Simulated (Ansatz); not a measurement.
Compare A (`OCC#CF`) with its isomer B (`C=C=C(O)F`).

Program: Ansatz. Geometries: PBE0-D4/def2-TZVP. ΔE: electronic, gas phase. CBS: MP2 limit from def2 TZ/QZ plus the TZ coupled-cluster correction, frozen cores. DFT in def2-TZVPP. One conformer a species, not always the lowest.

(1) Which is lower in electronic energy at CCSD(T)/CBS, and by how much? (An estimate is asked.)

(2) Give E(B) − E(A) in kJ/mol with r2SCAN-D4, LDA (SPW92), B2PLYP, MP2/def2-TZVPP, PBE-D4, BLYP-D4, CCSD/def2-TZVPP. (Estimate.)

(3) Does the order hold for the free energy at 298.15 K (harmonic terms from PBE0-D4)? (An estimate is asked.)

Largest T1 diagnostic: 0.013.

Answers

(1) Ansatz gave: B, by 79.6 kJ/mol.

(2) Computed: r2SCAN-D4 -101.3, LDA (SPW92) -102.5, B2PLYP -82.5, MP2/def2-TZVPP -69.3, PBE-D4 -97.4, BLYP-D4 -96.6, CCSD/def2-TZVPP -77.7. None reverses the order clearly.

(3) Ansatz gave: Yes: G(B) − G(A) = -81.7 kJ/mol, for one conformer each.

From r2SCAN to r2SCAN0 (25 % exact exchange), in def2-TZVPP and without D4, E(B) − E(A) moves by +6.8 kJ/mol. Leaving LDA and LC-ωPBE aside and taking each functional with its dispersion term where it has one, the values, not all of them listed here, spread over 21.5 kJ/mol, from r2SCAN-D4 to PBE-QIDH. LDA lies −5.7 kJ/mol from PBE without D4.
